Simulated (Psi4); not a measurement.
Psi4 input (wB97X-D/6-311+G**):

```
memory 1500 MB

molecule {
0 2
C    -0.01391223    1.10555582    0.01242075
S     0.00131840   -0.69162862   -0.00793970
H     1.03361851    1.42417014    0.04011488
H    -0.50619286    1.49393861    0.90330915
H    -0.46504668    1.51461421   -0.89091335
symmetry c1
no_reorient
no_com
}

set {
  basis 6-311+G**
  reference uks
  scf_type pk
  dft_radial_points 99
  dft_spherical_points 590
  e_convergence 1e-8
  d_convergence 1e-7
  maxiter 150
}

e = energy('wb97x-d')
print_out(f'\nFINAL {e:.10f} DIPOLE {variable("CURRENT DIPOLE")[0]:.6f} {variable("CURRENT DIPOLE")[1]:.6f} {variable("CURRENT DIPOLE")[2]:.6f}\n')
```

Output:

```
   => Loading Basis Set <=

    Name: 6-311+G**
    Role: ORBITAL
    Keyword: BASIS
    atoms 1   entry C          line   129 file 6-311pgss.gbs
    atoms 2   entry S          line   429 file 6-311pgss.gbs
    atoms 3-5 entry H          line    42 file 6-311pgss.gbs

   => WB97X-D: Empirical Dispersion <=

    Chai and Head-Gordon Dispersion Correction
    Chai, J.-D.; Head-Gordon, M. (2010), J. Chem. Phys., 132: 6615-6620

        s6 =       1.000000

         ---------------------------------------------------------
                                   SCF
               by Justin Turney, Rob Parrish, Andy Simmonett
                          and Daniel G. A. Smith
                              UKS Reference
         ---------------------------------------------------------

  ==> Geometry <==

    Molecular point group: c1
    Full point group: C1

    Geometry (in Angstrom), charge = 0, multiplicity = 2:

       Center              X                  Y                   Z               Mass
    ------------   -----------------  -----------------  -----------------  -----------------
         C           -0.013912230000     1.105555820000     0.012420750000    12.000000000000
         S            0.001318400000    -0.691628620000    -0.007939700000    31.972071174400
         H            1.033618510000     1.424170140000     0.040114880000     1.007825032230
         H           -0.506192860000     1.493938610000     0.903309150000     1.007825032230
         H           -0.465046680000     1.514614210000    -0.890913350000     1.007825032230

  Running in c1 symmetry.

  Rotational constants: A =      5.30551  B =      0.44215  C =      0.44135 [cm^-1]
  Rotational constants: A = 159055.29103  B =  13255.44482  C =  13231.43543 [MHz]
  Nuclear repulsion =   48.474027371204507

  Charge       = 0
  Multiplicity = 2
  Electrons    = 25
  Nalpha       = 13
  Nbeta        = 12

  ==> Algorithm <==

  SCF Algorithm Type is PK.
  DIIS enabled.
  MOM disabled.
  Fractional occupation disabled.
  Guess Type is SAD.
  Energy threshold   = 1.00e-08
  Density threshold  = 1.00e-07
  Integral threshold = 1.00e-12

  ==> Primary Basis <==

  Basis Set: 6-311+G**
    Blend: 6-311+G**
    Number of shells: 36
    Number of basis functions: 70
    Number of Cartesian functions: 72
    Spherical Harmonics?: true
    Max angular momentum: 2

  ==> DFT Potential <==

   => LibXC <=

    Version 7.1.2
    S. Lehtola, C. Steigemann, M. J. T. Oliveira, and M. A. L. Marques,  SoftwareX 7, 1–5 (2018) (10.1016/j.softx.2017.11.002)

   => Composite Functional: WB97X-D <=

    wB97X-D Hyb-GGA Exchange-Correlation Functional

    J.-D. Chai and M. Head-Gordon,  Phys. Chem. Chem. Phys. 10, 6615–6620 (2008) (10.1039/B810189B)

    Deriv               =              1
    GGA                 =           TRUE
    Meta                =          FALSE

    Exchange Hybrid     =           TRUE
    MP2 Hybrid          =          FALSE

   => Exchange-Correlation Functionals <=

    1.0000   wB97X-D range-separated functional

   => Exact (HF) Exchange <=

    0.7780            HF,LR [omega = 0.2000]
    0.2220               HF

   => LibXC Density Thresholds  <==

    XC_HYB_GGA_XC_WB97X_D:  1.00E-14

   => Molecular Quadrature <=

    Radial Scheme          =       TREUTLER
    Pruning Scheme         =           NONE
    Nuclear Scheme         =       TREUTLER

    Blocking Scheme        =         OCTREE
    BS radius alpha        =              1
    Pruning alpha          =              1
    Radial Points          =             99
    Spherical Points       =            590
    Total Points           =         281719
    Total Blocks           =           2098
    Max Points             =            256
    Max Functions          =             70
    Weights Tolerance      =       1.00E-15

  ==> Integral Setup <==

  Using in-core PK algorithm.
   Calculation information:
      Number of atoms:                   5
      Number of AO shells:              36
      Number of primitives:             62
      Number of atomic orbitals:        72
      Number of basis functions:        70

      Integral cutoff                 1.00e-12
      Number of threads:                 1

  Performing in-core PK
  Using 9266565 doubles for integral storage.
  We computed 217983 shell quartets total.
  Whereas there are 222111 unique shell quartets.

  Computing range-separated integrals for PK
  We computed 217983 wK shell quartets total.
  Whereas there are 222111 wK unique shell quartets.

  ==> DiskJK: Disk-Based J/K Matrices <==

    J tasked:                  Yes
    K tasked:                  Yes
    wK tasked:                 Yes
    Omega:               2.000E-01
    Schwarz Cutoff:          1E-12


  Cached 100.0% of DFT collocation blocks in 0.485 [GiB].

  Minimum eigenvalue in the overlap matrix is 5.4202011329E-04.
  Reciprocal condition number of the overlap matrix is 7.5274778190E-05.
    Using symmetric orthogonalization.

  ==> Pre-Iterations <==

  SCF Guess: Superposition of Atomic Densities via on-the-fly atomic UHF (no occupation information).

   -------------------------
    Irrep   Nso     Nmo
   -------------------------
     A         70      70
   -------------------------
    Total      70      70
   -------------------------

  ==> Iterations <==

                        Total Energy        Delta E     RMS |[F,P]|

   @UKS iter SAD:  -437.52004587942952   -4.37520e+02   0.00000e+00
   @UKS iter   1:  -437.96373642872305   -4.43691e-01   7.22406e-03 ADIIS/DIIS
   @UKS iter   2:  -438.00873131546098   -4.49949e-02   4.81294e-03 ADIIS/DIIS
   @UKS iter   3:  -438.05959045617982   -5.08591e-02   8.18483e-04 ADIIS/DIIS
   @UKS iter   4:  -438.06113608599560   -1.54563e-03   1.52902e-04 ADIIS/DIIS
   @UKS iter   5:  -438.06128294629889   -1.46860e-04   4.01573e-05 DIIS
   @UKS iter   6:  -438.06129604811832   -1.31018e-05   1.32347e-05 DIIS
   @UKS iter   7:  -438.06129816653390   -2.11842e-06   3.75382e-06 DIIS
   @UKS iter   8:  -438.06129832485135   -1.58317e-07   7.08760e-07 DIIS
   @UKS iter   9:  -438.06129832945919   -4.60784e-09   2.51927e-07 DIIS
   @UKS iter  10:  -438.06129833014035   -6.81155e-10   8.90064e-08 DIIS
  Energy and wave function converged.

  ==> Post-Iterations <==

   Electrons on quadrature grid:
      Nalpha   =   12.9999999754 ; deviation = -2.463e-08
      Nbeta    =   11.9999999723 ; deviation = -2.773e-08
      Ntotal   =   24.9999999476 ; deviation = -5.236e-08

   @Spin Contamination Metric:   2.953356321E-03
   @S^2 Expected:                7.500000000E-01
   @S^2 Observed:                7.529533563E-01
   @S   Expected:                5.000000000E-01
   @S   Observed:                5.000000000E-01

    Orbital Energies [Eh]
    ---------------------

    Alpha Occupied:

       1A    -89.030928     2A    -10.319919     3A     -8.069675
       4A     -6.025382     5A     -6.015779     6A     -6.006666
       7A     -0.888560     8A     -0.730364     9A     -0.533719
      10A     -0.528465    11A     -0.456385    12A     -0.366856
      13A     -0.327346

    Alpha Virtual:

      14A      0.060188    15A      0.086709    16A      0.094547
      17A      0.099473    18A      0.125152    19A      0.130967
      20A      0.134576    21A      0.155692    22A      0.186862
      23A      0.203018    24A      0.215471    25A      0.305142
      26A      0.389908    27A      0.395024    28A      0.407837
      29A      0.456543    30A      0.465727    31A      0.552140
      32A      0.648473    33A      0.654357    34A      0.664653
      35A      0.777925    36A      0.810574    37A      0.835426
      38A      0.846314    39A      0.861345    40A      0.906113
      41A      1.063937    42A      1.181609    43A      1.193505
      44A      1.512931    45A      1.609058    46A      1.616530
      47A      1.679882    48A      1.706177    49A      1.731038
      50A      1.827624    51A      1.865847    52A      1.925461
      53A      2.092355    54A      2.247487    55A      2.258600
      56A      2.499851    57A      2.566546    58A      2.567090
      59A      2.585521    60A      2.592663    61A      2.891557
      62A      3.245524    63A      3.791615    64A      3.833858
      65A      7.815782    66A     17.409405    67A     17.430243
      68A     17.520809    69A     24.016774    70A    189.025705

    Beta Occupied:

       1A    -89.025281     2A    -10.320060     3A     -8.064591
       4A     -6.012230     5A     -6.007717     6A     -6.002938
       7A     -0.871444     8A     -0.699641     9A     -0.526649
      10A     -0.519102    11A     -0.444395    12A     -0.312985

    Beta Virtual:

      13A     -0.081613    14A      0.062053    15A      0.089146
      16A      0.100082    17A      0.101188    18A      0.125391
      19A      0.135225    20A      0.137758    21A      0.164937
      22A      0.189782    23A      0.207051    24A      0.216138
      25A      0.306692    26A      0.392319    27A      0.409743
      28A      0.409802    29A      0.466280    30A      0.467545
      31A      0.555190    32A      0.651689    33A      0.664795
      34A      0.665645    35A      0.780682    36A      0.846903
      37A      0.857132    38A      0.898408    39A      0.904810
      40A      0.907988    41A      1.079530    42A      1.184621
      43A      1.207496    44A      1.515553    45A      1.610419
      46A      1.618512    47A      1.700218    48A      1.713727
      49A      1.741180    50A      1.842366    51A      1.871524
      52A      1.933852    53A      2.094680    54A      2.250160
      55A      2.260005    56A      2.502785    57A      2.566726
      58A      2.568898    59A      2.589537    60A      2.594096
      61A      2.893937    62A      3.247101    63A      3.794009
      64A      3.834156    65A      7.823744    66A     17.429146
      67A     17.433716    68A     17.524799    69A     24.016701
      70A    189.030381

    Final Occupation by Irrep:
              A
    DOCC [    12 ]
    SOCC [     1 ]
    NA   [    13 ]
    NB   [    12 ]

  @UKS Final Energy:  -438.06129833014035

   => Energetics <=

    Nuclear Repulsion Energy =             48.4740273712045067
    One-Electron Energy =                -699.1093429481531984
    Two-Electron Energy =                 235.7114778858164925
    DFT Exchange-Correlation Energy =     -23.1370352133842516
    Empirical Dispersion Energy =          -0.0004254256239290
    VV10 Nonlocal Energy =                  0.0000000000000000
    Total Energy =                       -438.0612983301402892

  UHF NO Occupations:
  HONO-2 :   11  A 1.9998315
  HONO-1 :   12  A 1.9989763
  HONO-0 :   13  A 1.0000000
  LUNO+0 :   14  A 0.0010237
  LUNO+1 :   15  A 0.0001685
  LUNO+2 :   16  A 0.0001434
  LUNO+3 :   17  A 0.0001339

Computation Completed

Properties will be evaluated at   0.000000,   0.000000,   0.000000 [a0]

Properties computed using the SCF density matrix

 Multipole Moments:

 ------------------------------------------------------------------------------------
     Multipole            Electronic (a.u.)      Nuclear  (a.u.)        Total (a.u.)
 ------------------------------------------------------------------------------------

 L = 1.  Multiply by 2.5417464519 to convert [e a0] to [Debye]
 Dipole X            :          0.0281073           -0.0000000            0.0281073
 Dipole Y            :          0.7115475           -0.0000001            0.7115474
 Dipole Z            :          0.0088441           -0.0000000            0.0088440
 Magnitude           :                                                    0.7121573

 ------------------------------------------------------------------------------------

FINAL -438.0612983301 DIPOLE 0.028107 0.711547 0.008844

*** Psi4 exiting successfully. Buy a developer a beer!
```

The geometry given is a B3LYP-D3(BJ)/def2-TZVP minimum.
